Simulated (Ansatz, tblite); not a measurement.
# The cluster Ga₂H−: rung by rung

How do method and basis change the picture of the cluster Ga₂H− (singlet)?

The runs use Ansatz 0.2.0, Gaussian basis; as each input shows.

The runs, in order: GFN1-xTB, GFN2-xTB, PBE-D4/def2-TZVPD, r2SCAN-D4/def2-TZVPD, CAM-B3LYP-D4/def2-TZVPD, ωB97M-V/def2-TZVPD, HSE06-D4/def2-TZVPD, BHLYP-D4/def2-TZVPD, HF/def2-TZVPD, LC-ωPBE(0.10)/def2-TZVPD, LC-ωPBE(0.15)/def2-TZVPD, LC-ωPBE(0.20)/def2-TZVPD, LC-ωPBE(0.30)/def2-TZVPD, PBE-D4/def2-SVPD, PBE0-D4/def2-SVPD, HF/STO-3G, HF/6-31G, B3LYP-D4/6-31G, CCSD(T)/def2-TZVPPD, MP2/def2-TZVPD.

1 further run of the same task is left out (it didn't finish). Runs told in other sessions of the task aren't counted.

## 1. The geometry

The singlet was relaxed beforehand with r2SCAN-D4/def2-TZVPD. At that level it is the lowest of the isomers that a small search found.

3 atoms, charge -1, spin multiplicity 1.

Bond lengths: Ga1–Ga2 2.455 Å, Ga1–H3 1.639 Å. Angles: Ga2–Ga1–H3 167.5°.

The ion is computed in the gas phase, without counter-ions or solvent.

PBE0-D4/def2-TZVPD was run before; its log isn't repeated, and its numbers join the tables.

## 2. GFN1-xTB

Tight binding, by tblite at 300 K electronic temperature and without a spin-polarisation term:

```python
tblite.interface.Calculator('GFN1-xTB', numbers, positions, charge=-1, uhf=0).singlepoint()
```

Energy -88.9785 eV, HOMO -3.73 eV, LUMO -1.63 eV; 0.002 s.

## 3. GFN2-xTB

Tight binding, by tblite at 300 K electronic temperature and without a spin-polarisation term:

```python
tblite.interface.Calculator('GFN2-xTB', numbers, positions, charge=-1, uhf=0).singlepoint()
```

Energy -79.9882 eV, HOMO -2.98 eV, LUMO -1.13 eV; 0.003 s.

## 4. PBE-D4/def2-TZVPD

start.molden holds the orbitals of an earlier run on this state, given as this run's starting guess.

in.yaml reads:

```yaml
crystal:
  periodic: [false, false, false]
  atoms:
    - {symbol: Ga, position_ang: [-0.262721, -0.119151, -0.109602]}
    - {symbol: Ga, position_ang: [1.313217, 0.737465, 1.567169]}
    - {symbol: H, position_ang: [-1.050496, -0.618314, -1.457566]}
basis:
  gaussian: {orbitals: def2-TZVPD, initial_orbitals: start.molden}
total_charge: -1
hamiltonian: {xc: pbe, dispersion: d4}
scf: {omitted_lower_state_checks: [starts]}
output: {forces: true, orbitals: {seedname: orbitals}}
```

Command:

```sh
$ ansatz run in.yaml --threads 4 --pin off --events-out ev --progress --plain --max-ram 3916MiB
```

After this run come: r2SCAN-D4/def2-TZVPD; CAM-B3LYP-D4/def2-TZVPD; ωB97M-V/def2-TZVPD; HSE06-D4/def2-TZVPD; BHLYP-D4/def2-TZVPD; HF/def2-TZVPD; LC-ωPBE(0.10)/def2-TZVPD; LC-ωPBE(0.15)/def2-TZVPD; LC-ωPBE(0.20)/def2-TZVPD; LC-ωPBE(0.30)/def2-TZVPD; PBE-D4/def2-SVPD; PBE0-D4/def2-SVPD; HF/STO-3G; HF/6-31G; B3LYP-D4/6-31G; CCSD(T)/def2-TZVPPD; MP2/def2-TZVPD.

Q: Predict the results of all the runs planned. Wanted: gap in def2-TZVPD, named functionals and Hartree-Fock, smallest and largest; gap over the ω; correlation energy, CCSD(T)/def2-TZVPPD; correlation energy, MP2/def2-TZVPD; PBE0 total energy, smallest basis above largest.

**Answer**, as computed:

| quantity | value |
| --- | --- |
| gap in def2-TZVPD, named functionals and Hartree-Fock, smallest and largest | 0.34 eV (HSE06-D4), 4.94 eV (HF) |
| gap over the ω (1/bohr) | 2.43 eV at 0.1, 4.67 eV at 0.3 |
| correlation energy, CCSD(T)/def2-TZVPPD | -12.90 eV |
| correlation energy, MP2/def2-TZVPD | -11.96 eV |
| PBE0 total energy, smallest basis above largest | 13.45 eV (def2-SVPD, def2-TZVPD) |

Orbital gaps of the named functionals and Hartree-Fock in def2-TZVPD span 0.34 eV (HSE06-D4) to 4.94 eV (HF). Raising the ω (1/bohr) from 0.1 to 0.3 moves the HOMO by -1.05 eV and the LUMO by +1.19 eV. PBE-D4, r2SCAN-D4 leave an empty level below a filled one, so this occupation isn't an aufbau state there; left out of the range. PBE0-D4, HSE06-D4, BHLYP-D4, CAM-B3LYP-D4 put the HOMO above zero; others here keep it below zero, so the sign hangs on the functional's self-interaction and doesn't show that the species is unbound.
